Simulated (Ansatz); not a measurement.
A nudged elastic band was laid between two geometries of AlBH5Si (8 atoms, charge -1, multiplicity 1).

Level of theory: RKS PBE0/def2-mTZVP in Ansatz 0.2.0.

```
movable images  : 7
climbing image  : yes
spring          : 5.0 eV/Å²
optimiser       : quadratic models (default)
start path      : IDPP
force threshold : 0.05 eV/Å
iteration limit : 60
end points      : relaxed
```

Initial state:

```xyz
8
Properties=species:S:1:pos:R:3
B -1.029 1.157 -1.104
Si 0.240 0.692 0.242
Al 0.777 -1.503 0.847
H -1.612 0.289 -1.704
H -1.290 2.298 -1.404
H 0.963 1.789 0.982
H 0.094 -2.799 0.161
H 1.857 -1.924 1.982
```

Final state:

```xyz
8
Properties=species:S:1:pos:R:3
B -1.015 1.154 -1.127
Si 0.237 0.688 0.235
Al 0.769 -1.503 0.864
H -1.589 0.288 -1.740
H -1.274 2.296 -1.424
H 0.939 1.790 0.989
H 1.823 -1.906 2.031
H 0.110 -2.808 0.172
```

What changes between the two ends?

No bond is made or broken. The dihedral H6–Si2–Al3–H8 goes from 0 to 180°. The two ends are copies of one structure, up to a mirror image or an exchange of like atoms.

What energy profile does the band end with?

The forces met the threshold. The highest image is number 4 of 0 to 8, 0.50 eV above the ends, which have the same energy within 2 meV. A vibrational analysis at the climbing image gives one clearly imaginary mode, 444i cm⁻¹: a first-order saddle point. Limits of this set-up: an anion without diffuse functions.

```tsv
image	path coordinate (Å)	energy (eV)	dihedral H6–Si2–Al3–H8 (°)
0	0.00	0.00	0
1	0.64	0.04	-9
2	1.28	0.16	-29
3	1.93	0.37	-58
4	2.57	0.50	-93
5	3.24	0.37	-125
6	3.91	0.16	-152
7	4.58	0.04	-171
8	5.25	0.00	180
```

What is the geometry of the highest image?


```xyz
8
Properties=species:S:1:pos:R:3:forces:R:3
B -0.259 1.146 -1.525 0.01 0.00 0.00
Si -0.039 0.755 0.303 -0.01 0.00 0.00
Al 0.298 -1.461 1.146 0.00 0.00 0.00
H -0.105 0.277 -2.351 0.00 0.00 0.00
H -0.507 2.259 -1.923 0.00 0.00 0.01
H -0.275 1.765 1.399 0.00 0.00 0.00
H -0.839 -2.581 1.465 0.00 0.00 0.00
H 1.726 -2.160 1.487 0.00 0.00 0.00
```

What are the harmonic wavenumbers there?

444i, 43, 108, 402, 432, 483, 599, 609, 760, 764, 772, 851, 1139, 1751, 1783, 2098, 2484, 2545 cm⁻¹.

The run took 4.1 min on 1 thread of Intel(R) Xeon(R) Processor @ 2.50GHz (Skylake/Cascade Lake) (shared host), peak memory 0.16 GiB.
